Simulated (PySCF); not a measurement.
Molecule: SMILES CC(C)CC#N, C5H9N.

Bonds (- single, = double, # triple, : aromatic): C1-C2, C2-C3, C2-C4, C4-C5, C5#N6. C1 carries H7, H8, H9; C2 carries H10; C3 carries H11, H12, H13; C4 carries H14, H15.

Frames of a GFN2-xTB Langevin trajectory at 200 K; GIAO PBE0/pcSseg-1 shieldings in PySCF 2.14, gas phase, non-relativistic; equivalent atoms averaged within each frame.

Chemical shifts δ = σref − σ; TMS for 13C (σ = 186.93 ppm) and 1H (σ = 31.72 ppm); 15N (σ = 267.73 ppm) against NH3, all at this level. The references are static minima.

How do the shifts (ppm) fluctuate along the trajectory?

Answers


```
         time (fs)     C5    C4    C2  C1/C3     N6  H14/H15  H7/H8/H9/H11/H12/H13   H10
optimised geometry  124.0  26.5  31.9   24.2  299.7     1.98                  1.12  1.83
               250  124.2  31.2  28.5   26.2  301.0     2.58                  1.66  1.20
               425  122.0  25.7  34.0   23.0  298.7     1.64                  1.41  1.90
               625  124.5  27.9  36.2   22.5  290.6     2.20                  0.86  2.38
               800  126.1  28.0  28.5   26.3  309.1     1.63                  1.43  1.11
              1000  122.2  32.1  38.3   25.8  302.2     2.83                  1.24  2.10
    mean of frames  123.8  29.0  33.1   24.8  300.3     2.18                  1.32  1.74
standard deviation    1.7   2.6   4.5    1.9    6.7     0.55                  0.30  0.56
```

5 frames give an uncertainty of the mean of about the standard deviation over 2.2 at best, since frames this close in time may not be independent; classical motion lacks zero-point vibration, and the reference would need the same averaging.
